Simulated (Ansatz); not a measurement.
Task: an active-space calculation of CH₃AlO, SMILES O=[CH][AlH2], with Ansatz's Python interface. Give the script and its output. Settings: Hartree-Fock, cc-pVDZ basis, multiplicity 1.

```xyz
6

O     0.2363   -1.7363    0.9958
C    -0.1288   -1.0599   -0.0102
Al    0.0477    0.9003   -0.0461
H    -0.4426   -1.5605   -0.8837
H    -0.3276    1.7215   -1.3511
H     0.6571    1.6710    1.2492
```

The script, `cas.py`:
```python
# -*- coding: utf-8 -*-
'''Static correlation in CH3AlO: natural occupations of an active space.'''

import ansatz as az

BASIS = 'cc-pVDZ'

geometry = (
    az.Crystal.molecule()
    .atom('O', (0.2363, -1.7363, 0.9958))
    .atom('C', (-0.1288, -1.0599, -0.0102))
    .atom('Al', (0.0477, 0.9003, -0.0461))
    .atom('H', (-0.4426, -1.5605, -0.8837))
    .atom('H', (-0.3276, 1.7215, -1.3511))
    .atom('H', (0.6571, 1.671, 1.2492))
)

base = (
    geometry.calculation()
    .basis(gaussian=BASIS)
    .correlation(active_electrons=2, active_orbitals=2)
)
for method in [None]:
    report = (base if method is None else base.correlation(method)).run().report
    space = report['configurations']
    state = space['states'][0]
    print(method or 'casscf', f'total {report["free_energy_ev"] / 27.211386246:.6f} Ha, active-space state {state["energy"]["hartree"]:.6f} Ha, mean field {report["reference_energy_ev"] / 27.211386246:.6f} Ha')
    print('  determinants', state['n_determinants'], ' natural occupations', [round(n, 3) for n in space['natural_occupations']])
print('effectively unpaired electrons, sum of min(n, 2 - n):', round(sum(min(n, 2 - n) for n in space['natural_occupations']), 3))
```

```console
$ python cas.py
casscf total -356.381508 Ha, active-space state -356.381508 Ha, mean field -356.341013 Ha
  determinants 4  natural occupations [1.89, 0.11]
effectively unpaired electrons, sum of min(n, 2 - n): 0.221
```

What to keep in mind:
- The settings weren't tested for convergence.
- The geometry is a force-field or estimated start, not a minimum of this method, and the basis set is short of its limit. The active space starts as a window about the frontier orbitals and is then optimised, not chosen by chemistry.
- Hardware and time: 1.9 s on 1 thread of Arm Neoverse V1, on a shared host, peak memory 0.16 GiB.

(A comment or docstring line of the script was reworded after the run, the code is as it ran; lines on the test bed's own set-up are left out of the output.)
